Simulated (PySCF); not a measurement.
# From one method to the next for HOP

Starting from one script, swap the method and compare what comes out for HOP.

Method: method and basis as typed in the scripts; program: PySCF 2.14.0.

2 further runs of the same task are left out: 2 that didn't finish. Runs told in other sessions of the task aren't counted.

### 1 The starting structure

HOP: 3 atoms, charge 0, spin multiplicity 1.

Bond lengths: P1–O2 1.478 Å, P1–H3 1.468 Å. Angles: O2–P1–H3 104.3°.

Coordinates:

| atom | x (Å) | y (Å) | z (Å) |
| --- | --- | --- | --- |
| P1 | 0.3589 | 0.0000 | -0.3280 |
| O2 | -0.7916 | 0.0000 | 0.6004 |
| H3 | 1.5343 | 0.0000 | 0.5510 |

### 2 The base run

The input, input.py:

```python
from pyscf import gto, scf, mp

mol = gto.M(
    atom='P 0.3589 0 -0.328; O -0.7916 0 0.6004; H 1.5343 0 0.551',
    basis='6-311++g**',
    charge=0,
    spin=0,
    verbose=4,
)
mf = scf.RHF(mol)
mf.kernel()
mp.MP2(mf, frozen=6).kernel()
mf.dip_moment()
print('orbital energies (hartree):', mf.mo_energy[..., max(0, mol.nelec[1]-3):mol.nelec[0]+3].round(4))
```

On the command line:

```sh
OMP_NUM_THREADS=1 python input.py
```

### 3 EOM-IP

Run 1 changes step after the SCF: mp2 → eomip; number of roots: none → 4.

Edit input.py of step 2 so:

```diff
@@ -1,2 +1,2 @@
-from pyscf import gto, scf, mp
+from pyscf import gto, scf, cc
 
@@ -11,3 +11,6 @@
 mf.kernel()
-mp.MP2(mf, frozen=6).kernel()
+mycc = cc.CCSD(mf, frozen=6)
+mycc.kernel()
+e = mycc.ipccsd(nroots=4)[0]
+print('roots (eV) =', (e*27.211386).round(3))
 mf.dip_moment()
```

### 4 CCSD(T)

Run 2 changes step after the SCF: mp2 → ccsd(t).

Edit input.py of step 2 so:

```diff
@@ -1,2 +1,2 @@
-from pyscf import gto, scf, mp
+from pyscf import gto, scf, cc
 
@@ -11,3 +11,5 @@
 mf.kernel()
-mp.MP2(mf, frozen=6).kernel()
+mycc = cc.CCSD(mf, frozen=6)
+mycc.kernel()
+mycc.ccsd_t()
 mf.dip_moment()
```

### 5 UHF

Run 3 changes SCF type: RHF → UHF.

The input, input.py:

```python
from pyscf import gto, scf, mp

mol = gto.M(
    atom='P 0.3589 0 -0.328; O -0.7916 0 0.6004; H 1.5343 0 0.551',
    basis='6-311++g**',
    charge=0,
    spin=0,
    verbose=4,
)
mf = scf.UHF(mol)
mf.kernel()
mp.MP2(mf, frozen=6).kernel()
mf.dip_moment()
print('orbital energies (hartree):', [e[max(0, n-3):n+3].round(4) for e, n in zip(mf.mo_energy, mol.nelec)])
```

### 6 TDA

Run 4 changes step after the SCF: mp2 → tda; number of roots: none → 4.

Edit input.py of step 2 so:

```diff
@@ -1,2 +1,2 @@
-from pyscf import gto, scf, mp
+from pyscf import gto, scf, tdscf
 
@@ -11,3 +11,6 @@
 mf.kernel()
-mp.MP2(mf, frozen=6).kernel()
+td = tdscf.TDA(mf)
+td.nstates = 4
+td.kernel()
+td.analyze()
 mf.dip_moment()
```

What does the calculation give? Wanted: for each run, E(SCF); from base; gap; SCF dipole; after the SCF.

As calculated:

| run | E(SCF) (hartree) | from base (eV) | cycles | gap (eV) | SCF dipole (D) | after the SCF |
| --- | --- | --- | --- | --- | --- | --- |
| base | -416.171113 | 0 | 11 | 10.94 | 3.10 | MP2 correlation -8.735 eV, core frozen |
| EOM-IP | -416.171113 | 0.0000 | 11 | 10.94 | 3.10 | CCSD correlation -9.053 eV, core frozen, first root 10.03 eV |
| CCSD(T) | -416.171113 | 0.0000 | 11 | 10.94 | 3.10 | CCSD(T) correlation -9.423 eV, core frozen |
| UHF | -416.171113 | 0.0000 | 17 | 10.94 | 3.10 | MP2 correlation -8.735 eV, core frozen |
| TDA | -416.171113 | 0.0000 | 11 | 10.94 | 3.10 | lowest root found 2.94 eV |

The SCF energy stays the same, to the digits that matter, with UHF. On the same reference and core, CCSD(T) gains 9.42 eV in 4.1 s; MP2 reaches 93 % of that in 1.6 s, MP2 reaches 93 % of that in 1.9 s. The base needs 11 cycles and the run with UHF needs 17.
